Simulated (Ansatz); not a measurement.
A made-up structure of CH₄B₂, closed shell:

```
7
angstrom
B 0.0998 -0.3710 0.5934
B 0.2548 0.7094 -0.5720
C -0.8228 -0.3937 -0.5402
H -1.6477 -0.9875 -0.8412
H 0.9964 1.6145 -0.7749
H 0.9310 0.4211 0.6586
H 0.2952 -0.9554 1.5643
```

It is relaxed with PBE-D4/def2-SVP and then PBE0-D4/def2-TZVP (Ansatz 0.2.0). Atoms count as bonded within 1.22 times the sum of their covalent radii (H–H: 0.88 Å). The end point is not checked to be a true minimum.

(1) Does its bonding change? (Judge from chemistry; the calculation decides.)

Answers

(1) By the calculation: Yes. Formed: B2–H6; broken: none.

Where it ends: The first stage lowers the energy by 0.92 eV in 6 steps. It ends as CH₄B₂ ([H]1[BH]2[CH][BH]12):
```xyz
7
angstrom
B 0.0610 -0.5109 0.7189
B 0.2764 0.6710 -0.4936
C -0.7242 -0.3544 -0.4695
H -1.5565 -0.7596 -1.0123
H 0.7892 1.6032 -1.0166
H 0.9601 0.4648 0.6283
H 0.3007 -1.0767 1.7327
```

Labels in which every atom is bracketed show which atoms are joined, not bond orders.

For scale, one of the runs: PBE0-D4/def2-TZVP relaxation, 117 basis functions, launched by `ansatz run in.yaml --threads 2 --pin off --events-out ev --progress --plain --max-ram 4352MiB`. Hardware: 2 CPU threads of an Intel Xeon Platinum 8259CL, shared host. Wall time about 15 s.
